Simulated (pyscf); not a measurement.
Thermochemistry of product channels of `[F][SiH2]` [doublet] + `[OH2]` on the doublet surface, in kcal/mol, from ωB97M-D3(BJ)/def2-TZVP energies (ideal gas, 1 atm, RRHO with modes under 100 cm⁻¹ raised to 100, one conformer, R ln 2 for rigid chiral ones). Optimised with ωB97X-D3(BJ)/def2-SVP in PySCF.

| products | ΔE | ΔH(298 K) | ΔG(600 K) | ΔG(900 K) |
|---|---|---|---|---|
| `[O][SiH2][F]` [doublet] + `[H][H]` | +1.7 | -2.7 | +1.4 | … |
| `[OH][SiH2][F]` + `[H]` [doublet] | -13.9 | -17.1 | -11.4 | … |
| `[OH][SiH2]` [doublet] + `[FH]` | … | +8.6 | +8.7 | +8.4 |

Q: Fill in the missing entries.

A: 
- `[O][SiH2][F]` [doublet] + `[H][H]`, ΔG(900 K): +2.8
- `[OH][SiH2][F]` + `[H]` [doublet], ΔG(900 K): -9.3
- `[OH][SiH2]` [doublet] + `[FH]`, ΔE: +9.1

These are energies of the channels, which say nothing of barriers. •O–SiH₂–F lies 23.3 kcal/mol over its isomer HO–SiH•–F, and others may lie lower still (electronic energy, ωB97M-D3(BJ)).
